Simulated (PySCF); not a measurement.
First SCF of a structure search on singlet CH4, at a hand-made square planar geometry. PySCF input:

```python
from pyscf import gto, scf, dft
mol = gto.M(atom='''
C      0.000000     0.000000     0.000000
H      1.070000     0.000000     0.000000
H      0.000000     1.070000     0.000000
H     -1.070000     0.000000     0.000000
H     -0.000000    -1.070000     0.000000''',
    basis={'C': 'def2-TZVP', 'H': 'def2-TZVP'},
    charge=0, spin=0)
mf = dft.RKS(mol, xc='B3LYP')
mf.grids.atom_grid = (50, 194)
aux = {'C': 'def2-universal-JKFIT', 'H': 'def2-universal-JKFIT'}
mf = mf.density_fit(auxbasis=aux)
mf.conv_tol = 1e-08
mf.diis_space = 10
mf.max_cycle = 60
mf.init_guess = 'minao'
mf.verbose = 4
mf.kernel()
```

Excerpt of the output (cycles and frontier levels):

```
init E= -40.3821422234393
  HOMO = -0.23378882954891  LUMO = -0.0872818380736291  gap/eV = 3.98666
cycle= 1 E= -40.2615188250962  delta_E= 0.121  |g|= 0.497  |ddm|= 1.36
  HOMO = -0.0794887090328018  LUMO = -0.0171519275938508  gap/eV = 1.69627
cycle= 2 E= -40.2226889918113  delta_E= 0.0388  |g|= 0.606  |ddm|= 0.764
  HOMO = -0.184472890080553  LUMO = -0.061286169788108  gap/eV = 3.35208
cycle= 3 E= -40.3220268068048  delta_E= -0.0993  |g|= 0.0215  |ddm|= 0.457
  HOMO = -0.179133408702839  LUMO = -0.0545845875083053  gap/eV = 3.38915
cycle= 4 E= -40.3221650945908  delta_E= -0.000138  |g|= 0.000553  |ddm|= 0.0185
  HOMO = -0.17932790792954  LUMO = -0.0547350073374666  gap/eV = 3.39035
cycle= 5 E= -40.3221651493576  delta_E= -5.48e-08  |g|= 2.88e-05  |ddm|= 0.000498
  HOMO = -0.179341626021465  LUMO = -0.0547360109104709  gap/eV = 3.39069
cycle= 6 E= -40.3221651495577  delta_E= -2e-10  |g|= 1.75e-06  |ddm|= 5.84e-05
  HOMO = -0.179341909213893  LUMO = -0.0547362279568766  gap/eV = 3.39069
Extra cycle  E= -40.3221651495583  delta_E= -5.19e-13  |g|= 1.85e-06  |ddm|= 3.1e-06
converged SCF energy = -40.3221651495583
```

No lower solution of this spin was found by a stability analysis within the restricted form, which does not test spin polarisation.

The search for the lowest solution, with the stability check, took 0.8 s on 2 threads of a shared Arm Neoverse V2 host, with 55 basis functions; the process peaked at 0.28 GiB. Launch command: `OMP_NUM_THREADS=2 python axn.py task.json out`.
